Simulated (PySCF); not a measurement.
Molecule: n-BuOMe (CCCCOC, C5H12O).

Cartesian coordinates in Å; atom numbers follow the order of the lines, from 1:
```xyz
18

C    -2.7140    1.1555    0.0415
C    -1.6753    0.0462    0.0022
C    -0.2462    0.5653   -0.0635
C     0.7885   -0.5376   -0.1002
O     2.0651    0.0264   -0.1577
C     3.0884   -0.9144   -0.1892
H    -2.5714    1.8046    0.9203
H    -3.7371    0.7526    0.0882
H    -2.6488    1.7954   -0.8531
H    -1.8675   -0.6085   -0.8665
H    -1.7899   -0.5984    0.8919
H    -0.0355    1.2107    0.8062
H    -0.1121    1.1979   -0.9575
H     0.6878   -1.1849    0.7984
H     0.6124   -1.1963   -0.9786
H     4.0462   -0.3765   -0.2303
H     3.0888   -1.5616    0.7116
H     3.0205   -1.5762   -1.0768
```

Geometry PBE0-D3(BJ)/def2-SVP throughout; GIAO in PySCF 2.14, gas phase, one conformer, non-relativistic; equivalent atoms averaged; basis pcSseg-1.

(1) How do the shifts δ (against TMS, H2O at the same level) depend on the functional? (a selection of nuclei; ppm; last column core-seconds on shared hosts with different chips, so compare them loosely; the GGAs took longer than the global hybrids here, which isn't the general rule, and the cause wasn't traced)

(2) Which nucleus among those listed moves most, in ppm?

Results:

(1) 
```csv
functional,kind,C4,C6,C3,C1,O5,H16/H17/H18,H14/H15,H12/H13,H7/H8/H9,core-s
HF,Hartree–Fock,67.2,53.7,32.2,16.1,-3.7,3.10,2.71,1.33,1.06,6.9
LDA,LDA,82.3,62.6,38.2,15.3,40.1,3.49,3.24,1.52,1.02,17
PBE,GGA,79.5,61.4,37.7,16.9,40.9,3.41,3.16,1.47,1.03,22
BLYP,GGA,81.1,62.3,39.3,17.7,47.1,3.44,3.18,1.49,1.06,22
BP86,GGA,79.4,61.7,37.4,17.0,37.1,3.42,3.18,1.47,1.03,21
OPBE,GGA,74.5,58.6,34.7,16.8,34.1,3.32,3.08,1.44,1.01,22
KT2,GGA,77.5,60.2,36.8,16.8,36.0,3.39,3.13,1.44,1.04,22
KT3,GGA,75.6,59.0,36.4,17.5,39.2,3.33,3.07,1.44,1.04,42
B97-D,GGA,77.7,60.6,37.2,17.6,37.5,3.40,3.16,1.48,1.06,39
B3LYP,global hybrid,78.0,60.5,37.5,17.2,33.5,3.34,3.05,1.45,1.05,19
PBE0,global hybrid,75.8,59.3,35.5,16.4,25.3,3.29,3.00,1.42,1.02,18
mPW1PW91,global hybrid,75.5,59.3,35.4,16.6,24.5,3.28,3.00,1.41,1.02,19
WP04,global hybrid,76.1,60.4,35.8,18.0,26.9,3.13,2.92,1.38,0.98,18
B97-2,global hybrid,74.9,59.0,35.4,16.9,25.7,3.28,3.01,1.42,1.03,17
BHandHLYP,global hybrid,73.9,57.9,35.4,16.6,18.2,3.23,2.90,1.40,1.05,16
CAM-B3LYP,range-separated hybrid,76.8,59.8,36.4,16.3,26.7,3.33,3.01,1.44,1.05,22
wB97X-D,range-separated hybrid,75.2,59.5,35.0,16.5,19.5,3.28,2.99,1.40,1.02,22
LC-wPBE,range-separated hybrid,73.5,58.7,33.3,15.4,13.6,3.25,2.94,1.39,1.00,31
```

(2) O5 (ether oxygen): from -3.7 ppm with HF to 47.1 ppm with BLYP. The smallest spread is 0.08 ppm, at H7/H8/H9. Proton shifts span only some 12 ppm, so a few tenths of a ppm matter as much there as several ppm in carbon.
